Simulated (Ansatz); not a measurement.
A made-up structure of C2H4N, doublet:

```xyz
7
angstrom
C -0.9684 -0.6059 -0.7551
C -0.1585 0.2505 -0.1759
N 1.0078 -0.0268 0.5219
H -1.8386 -0.5681 -1.3864
H -0.3625 1.3197 -0.2821
H 0.2267 1.0840 0.3537
H 1.1031 -0.9880 0.8115
```

It is relaxed with PBE-D4/def2-SVP and then PBE0-D4/def2-TZVP (Ansatz 0.2.0). Atoms count as bonded within 1.22 times the sum of their covalent radii (H–H: 0.88 Å). The end point is not checked to be a true minimum.

**Question.** Does its bonding change? (A judgement: the text doesn't fix the answer.)

**Answer.** The calculation gives: Yes. Formed: N3–H6; broken: C2–H6.

Where it ends: The first stage lowers the energy by 5.41 eV in 12 steps. It ends as C₂H₄N ([CH][CH][NH2]):
```
atom    x (Å)    y (Å)    z (Å)
  C1  -1.0531  -0.6617  -0.8473
  C2  -0.2951   0.2867  -0.3463
  N3   0.8358   0.1379   0.4429
  H4  -1.8868  -0.7328  -1.5233
  H5  -0.5153   1.3261  -0.6056
  H6   0.9890   0.8822   1.1037
  H7   0.9351  -0.7730   0.8636
```

Labels in which every atom is bracketed show which atoms are joined, not bond orders.

For scale, one of the runs: PBE0-D4/def2-TZVP relaxation, 117 basis functions, launched by `ansatz run in.yaml --threads 2 --pin off --events-out ev --progress --plain --max-ram 4352MiB`. The run took about 14 s on 2 CPU threads of an Arm Neoverse V2 (shared host).
